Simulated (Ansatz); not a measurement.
Reaction (SMILES): BN (BH2-NH2) → [BH2] (BH2) + [NH2] (NH2)
B3LYP-D3(BJ)/def2-TZVP geometries, fixed; electronic energies without zero-point terms.
Largest species:
```
B
N 1 1.3876
H 2 1.0069 1 123.31
H 2 1.0069 3 113.37 1 180.00
H 1 1.1928 2 119.04 3 0.00
H 1 1.1928 5 121.92 2 180.00
```

Basis-set convergence of the bond dissociation energy at HF with Ansatz (a quantum-chemistry and plane-wave program). Cartesian d functions, on some or all atoms, in 6-31G*, 6-31+G*, 6-31G**; all else is spherical. Open shells are unrestricted. No added dispersion term, no relativity. Functions are those of the species that has most. Reference: the value in aug-pcseg-3, 113.36 kcal/mol, itself unsure by roughly 0.34 kcal/mol (its mean distance from aug-cc-pVQZ, cc-pV5Z, def2-QZVPPD). Deviations are taken from unrounded values.

```json
[
 {"basis": "6-31G", "functions": "26", "bond dissociation energy (kcal/mol)": "119.94", "minus reference (kcal/mol)": "6.58"},
 {"basis": "pcseg-0", "functions": "26", "bond dissociation energy (kcal/mol)": "122.36", "minus reference (kcal/mol)": "9.00"},
 {"basis": "6-31G*", "functions": "38", "bond dissociation energy (kcal/mol)": "114.22", "minus reference (kcal/mol)": "0.86"},
 {"basis": "6-31+G*", "functions": "46", "bond dissociation energy (kcal/mol)": "114.10", "minus reference (kcal/mol)": "0.75"},
 {"basis": "cc-pVDZ", "functions": "48", "bond dissociation energy (kcal/mol)": "112.53", "minus reference (kcal/mol)": "-0.83"},
 {"basis": "6-31G**", "functions": "50", "bond dissociation energy (kcal/mol)": "114.70", "minus reference (kcal/mol)": "1.34"},
 {"basis": "aug-cc-pVDZ", "functions": "82", "bond dissociation energy (kcal/mol)": "110.80", "minus reference (kcal/mol)": "-2.56"},
 {"basis": "def2-TZVP", "functions": "86", "bond dissociation energy (kcal/mol)": "113.22", "minus reference (kcal/mol)": "-0.14"},
 {"basis": "6-311++G(2d,2p)", "functions": "94", "bond dissociation energy (kcal/mol)": "112.46", "minus reference (kcal/mol)": "-0.90"},
 {"basis": "def2-TZVPD", "functions": "110", "bond dissociation energy (kcal/mol)": "112.75", "minus reference (kcal/mol)": "-0.61"},
 {"basis": "cc-pVTZ", "functions": "116", "bond dissociation energy (kcal/mol)": "113.27", "minus reference (kcal/mol)": "-0.09"},
 {"basis": "jun-cc-pV(T+d)Z", "functions": "134", "bond dissociation energy (kcal/mol)": "112.66", "minus reference (kcal/mol)": "-0.69"},
 {"basis": "6-311++G(3df,3pd)", "functions": "150", "bond dissociation energy (kcal/mol)": "113.27", "minus reference (kcal/mol)": "-0.09"},
 {"basis": "aug-pcseg-2", "functions": "184", "bond dissociation energy (kcal/mol)": "113.47", "minus reference (kcal/mol)": "0.11"},
 {"basis": "cc-pVQZ", "functions": "230", "bond dissociation energy (kcal/mol)": "113.22", "minus reference (kcal/mol)": "-0.14"},
 {"basis": "def2-QZVPPD", "functions": "258", "bond dissociation energy (kcal/mol)": "112.97", "minus reference (kcal/mol)": "-0.38"},
 {"basis": "aug-cc-pVQZ", "functions": "344", "bond dissociation energy (kcal/mol)": "112.98", "minus reference (kcal/mol)": "-0.38"},
 {"basis": "aug-pcseg-3", "functions": "366", "bond dissociation energy (kcal/mol)": "113.36", "minus reference (kcal/mol)": "0.00"}
]
```

The smallest set listed that lies within 2 kcal/mol of the reference with all its larger relatives (same family, alike in diffuse functions; a set with none counts only in the reference's own line) is 6-31G* (38 functions, 0.86 kcal/mol off). (Relatives not listed, tested too: 6-311G** 0.11, 6-311+G** -0.46, def2-TZVPP -0.27, def2-TZVPPD -0.56, aug-cc-pVTZ -0.70, def2-QZVP -0.26, def2-QZVPP -0.26, cc-pV5Z -0.26 kcal/mol.)
